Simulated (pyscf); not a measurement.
5 gas-phase steps of one pattern: hydrogen abstraction on the doublet surface, H–H broken and Ge–H or H–Si formed. Single points on ωB97X-D3(BJ)/def2-SVP structures (PySCF, gas phase). Electronic energies in kJ/mol, from the separated reactants; ΔE‡ at ωB97M-D3(BJ)/def2-TZVP, beside the barrier at PBE/def2-TZVP on the same structures. Rows were drawn at random from the steps of this pattern with a verified saddle, stable references and no exit in the data more than 5 kcal/mol lower.

```tsv
row	step	ΔE‡(PBE)	ΔE‡
1	F–Si•(F)–F + H₂ -> F–SiH(F)–F + H•	39.7	47.0
2	F–SiH•–F + H₂ -> F–SiH₂–F + H•	49.6	?
3	Cl–Si•(Cl)–Cl + H₂ -> Cl–SiH(Cl)–Cl + H•	65.3	67.9
4	Cl–SiH•–Cl + H₂ -> Cl–SiH₂–Cl + H•	64.7	69.4
5	F–GeH₂–GeH₂• + H₂ → F–GeH₂–GeH₃ + H•	87.6	103.8
```

### Question
From a straight line through the complete rows, estimate the missing barrier and say how far the line can be trusted.

### Answer
Over the 4 complete rows the means are +64.3 (ΔE‡(PBE)) and 72.0 (ΔE‡); least squares gives b = 1.18 and a = -3.9 kJ/mol, with residuals of 4.2 kJ/mol (root mean square; largest 5.3, row 3). For row 2: -3.9 + 1.18 × (+49.6) = 54.6 kJ/mol. The computed barrier is 57.4 kJ/mol, 2.8 over the line. The line follows the complete rows closely. Each barrier is that of the saddle found. Elements up to Kr have no core potential and no relativistic terms here.
